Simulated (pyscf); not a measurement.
Structures and frequencies: ωB97X-D3(BJ)/def2-SVP in PySCF.

### Question
For the elementary gas-phase step H₃C–Bi(CH₃)–CH₃ + H₂ → H₃C–BiH–CH₃ + CH₄ (singlet surface; Bi–C, H–H broken, Bi–H, C–H formed), what barrier and reaction energy does ωB97M-D3(BJ)/def2-TZVP give, measured from the separated reactants?

### Answer
ΔE‡ = 279.8 kJ/mol, ΔE = -53.0 kJ/mol. Zero-point energy shifts the barrier by +3.2 kJ/mol. It is a four-centre exchange, with an imaginary mode of 2119i cm⁻¹. At the saddle there is also a short Bi–H contact that neither side keeps. From the product side, H₃C–Bi•–CH₃ + H• + CH₄ lies, by one bond made or cut, 66.4 kJ/mol under this saddle at ωB97M-D3(BJ)/def2-TZVP. The same reactants have a lower exit, to CH₃• + H₃C–Bi•–CH₃ + H₂ (no saddle counted: cutting one bond costs +231.2 kJ/mol at ωB97M-D3(BJ)/def2-TZVP, against +279.8 kJ/mol here). This is the saddle that the search found; another between the same sides may lie lower. Elements past Kr carry the def2 core potentials, without spin-orbit coupling.
